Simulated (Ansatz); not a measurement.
For zinc-blende GaP, r²SCAN (Ansatz, a program for electronic structure, plane waves, PAW) gives:

lattice constant a: 5.451 Å
bulk modulus B0: 87.7 GPa
band gap at the measured cell: 1.84 eV
zone-centre TO phonon frequency: 360 cm⁻¹
elastic constant C11: 142 GPa
elastic constant C44: 73.1 GPa
polycrystal shear modulus: 57.9 GPa

Question: What does PBE0 (Ansatz, PAW) give for the same quantities?

Answer: 
- lattice constant a: 5.460 Å (grows by 0.2 %)
- bulk modulus: 89.2 GPa (rises by 1.7 %)
- band gap at the measured cell: 2.91 eV (increases by 1.07 eV)
- zone-centre TO phonon frequency: 365 cm⁻¹ (rises by 1.4 %)
- elastic constant C11: 144 GPa (hardly moves)
- elastic constant C44: 72.5 GPa (decreases by 0.8 %)
- Voigt–Reuss–Hill shear modulus: 57.7 GPa (is nearly the same)

For comparison: lattice constant a 5.439 Å (measured, static lattice: zero-point anharmonic expansion removed; as tabulated in Mejia-Rodriguez and Trickey (2018), arXiv:1807.09216); bulk modulus 89.6 GPa (measured, 0 K value with the zero-point phonon effect removed; as tabulated in Mejia-Rodriguez and Trickey (2018), arXiv:1807.09216); band gap 2.43 eV (measured, zero-point renormalisation of 0.08 eV added back here (the table's ZPR column); inputs from Chen et al. (2018), doi:10.1103/physrevmaterials.2.073803); zone-centre TO phonon frequency 366 cm⁻¹ (measured, temperature not stated, not corrected to a static lattice; as tabulated in Han and Bester (2011), arXiv:1107.0196); elastic constant C11 140 GPa (measured, temperature not stated, not corrected to a static lattice; as tabulated in Råsander and Moram (2015), arXiv:1505.02379); elastic constant C44 70 GPa (measured, temperature not stated, no zero-point or thermal correction; as tabulated in Råsander and Moram (2015), arXiv:1505.02379).

Changes are worked out from the printed values.

Unless a cell is named, each level is at its own relaxed cell (r²SCAN 20.25, PBE0 20.35 Å³/atom).

Spin–orbit coupling is included only where a level's name says +SOC; with heavier elements it mostly lowers gaps and can invert bands. Density-functional gaps are differences of (generalised) Kohn–Sham levels.

Ansatz's density-functional and Hartree–Fock values are scalar-relativistic unless marked +SOC, with PAW data made under PBE.
